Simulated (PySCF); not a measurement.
# NaCl: from the state search to spectroscopic constants

An exercise on one series of results from a longer session: the logs are not shown, and one member is left open.

The runs use PySCF 2.14.0; Na 6-311G(d,p), Cl 6-311G(d,p), no relativity.

Set-up of the first run:

The job is set up so:

```
atoms                         : Na, Cl
charge                        : 0
basis                         : Na 6-311G(d,p), Cl 6-311G(d,p)
Hamiltonian                   : no relativity
basis functions               : 52
electrons treated             : 28
masses in u                   : 22.9898, 34.9689
levels                        : PBE0, PBE, r²SCAN, PBEsol, BP86, B97-3, ωB97X, HF, MP2, SCS-MP2, CCSD, CCSD(T)
grid                          : 80 radial by 434 angular points
occupations                   : held fixed by the projection of orbital angular momentum
dissociation limit            : Na + Cl, each in its ground configuration
starting distance in angstrom : 2.545
values of 2S to try           : 0, 2
```

Started as:

```bash
$ OMP_NUM_THREADS=1 python dia.py task.json out
```

Among the steps run: The job; PBE0 along the bond; Higher solutions at PBE0; PBE; r²SCAN; PBEsol; BP86; B97-3 (global hybrid GGA); ωB97X; RHF (mean field); MP2 and coupled cluster.

One table of the session follows, with a row left open; its other results are not shown here.

It belongs to the step «The curves together». Energy (eV) from each level's lowest point:

```
R (Å)    RHF  RHF-MP2  RHF-SCS-MP2  RHF-CCSD  RHF-CCSD(T)
2.051  0.631    0.586        0.594       n/a          n/a
2.147  0.290    0.259        0.264     0.260        0.260
2.242      ?        ?            ?         ?            ?
2.313  0.027    0.017        0.019     0.018        0.018
2.385  0.000    0.000        0.000     0.000        0.000
2.457  0.008    0.018        0.016     0.017        0.017
2.552  0.059    0.081        0.077     0.081        0.080
2.671  0.167    0.203        0.198     0.203        0.203
2.814  0.335    0.388        0.380     0.388        0.388
3.005  0.588    0.660        0.650       n/a          n/a
```

**Question.** Estimate the row for R (Å) = 2.242.

Worked estimate for «RHF». A straight line through the neighbours (2.147, 0.290) and (2.313, 0.027) gives 0.290 + (0.027 − 0.290) × (2.242 − 2.147) / (2.313 − 2.147) = 0.139; a parabola fitted to 4 rows on both sides gives 0.093.

**Answer.** RHF: 0.099; RHF-MP2: 0.080; RHF-SCS-MP2: 0.084; RHF-CCSD: 0.081; RHF-CCSD(T): 0.081. In «RHF» the line misses by +0.040 and the parabola by -0.006.
